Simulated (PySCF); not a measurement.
This PySCF input asks for the NMR shieldings of SMILES FP(F)P(F)F, F₄P₂; the geometry comes from GFN2-xTB.

```python
import basis_set_exchange as bse
import numpy as np
from pyscf import gto, dft
from pyscf.prop import nmr

atoms = """
F    -1.491517   -0.349687   -1.336173
P    -0.895357   -0.679649    0.132937
F    -1.773021    0.459464    0.878257
P     0.894975    0.679775   -0.139320
F     1.496409    0.351706    1.327867
F     1.771633   -0.459619   -0.885142
"""
names = dict.fromkeys(["F", "P"], "pcSseg-1")
basis = {el: gto.basis.parse(bse.get_basis(n, elements=[el], fmt="nwchem")) for el, n in names.items()}
mol = gto.M(atom=atoms, basis=basis, charge=0, verbose=0)
mf = dft.RKS(mol, xc="PBE0")
mf.grids.level = 2
mf.grids.alignment = dft.numint.BLKSIZE   # the property module wants whole blocks of grid points
mf.conv_tol = 1e-9
mf.kernel()

calc = nmr.RKS(mf)   # GIAO
C = mf.mo_coeff
Co = C[:, mf.mo_occ > 0]
resp = mf.gen_response(singlet=True, hermi=2)
def vind(x):   # induced exchange potential for any number of trial vectors
    d = np.einsum("pi,xij,qj->xpq", C, 2 * x.reshape(-1, C.shape[1], Co.shape[1]), Co, optimize=True)
    return np.einsum("xpq,pi,qj->xij", resp(d - d.transpose(0, 2, 1)), C, Co, optimize=True).ravel()
mo1, _ = nmr.rhf.solve_mo1(calc, with_cphf=vind)
sigma = calc.kernel(mo1)
for i, s in enumerate(sigma):   # ppm
    print("%2d %-2s %9.2f" % (i, mol.atom_pure_symbol(i), np.trace(s) / 3))
```

Task: What are the results?

Result: 
```
 0 F     304.28
 1 P      53.38
 2 F     304.04
 3 P      53.43
 4 F     303.99
 5 F     304.18
```

These numbers come from an equivalent density-fitted implementation of the same equations, which agrees with the script to about 0.01 ppm for H and up to a few tenths of a ppm for heavy atoms, so last digits may differ.

Task: Turn these shieldings into chemical shifts. δ = σ(ref) − σ, references computed at the same level: CFCl3 for ¹⁹F (σ = 170.95 ppm); ³¹P (σ = 318.38 ppm) against H3PO4.

Result: Averaging equivalent atoms: F 0/2/4/5: -133.2; P 1/3: 265.0 ppm. Unscaled 19F shifts against computed CFCl3 carry errors that often reach 10 to 50 ppm. Experimental scales use liquid or dissolved standards, which lie at an offset from isolated H3PO4.

Size and cost of the density-fitted run: 116 basis functions, 5.5 s wall time on 1 thread of an x86-64 server CPU, shared host.
